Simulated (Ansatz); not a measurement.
Reaction (hydrogen abstraction from a B–H bond): `NBCl` + `[SiH3]`• → `N[B]Cl`• + SiH₄

Calculated with Ansatz (gas phase, PBE0-D4/def2-TZVP geometries, no zero-point term in ΔE). CCSD(T)/CBS adds triple-zeta CCSD(T) − MP2 to the extrapolated MP2 energy (def2 sets, frozen cores). This one scheme is used for every species. Functionals use def2-TZVPP. No spin–orbit coupling; open shells (•) take unrestricted orbitals. One conformer a species, not always the lowest.

```tsv
species	B97M-V energy (Eh)
`NBCl`	-541.62221
`[SiH3]`•	-291.15881
`N[B]Cl`•	-540.94535
SiH₄	-291.81115
```

Question: Work out ΔE.

Answer: ΔE = (-540.94535) + (-291.81115) − (-541.62221) − (-291.15881) = 0.02452 Eh = +64.4 kJ/mol. CCSD(T)/CBS gives +64.4 kJ/mol.

Largest T1 diagnostic among the species: 0.015.

In def2-TZVPP, CCSD(T) changes the Hartree–Fock value by +9.6 kJ/mol (the triples alone add +0.2 kJ/mol) and MP2 by +11.1 kJ/mol. Leaving LDA and LC-ωPBE aside and taking each functional with its dispersion term where it has one, the values, not all of them listed here, spread over 8.0 kJ/mol, from r2SCAN-D4 to ωB97M-V. LDA lies +3.2 kJ/mol from PBE without D4.
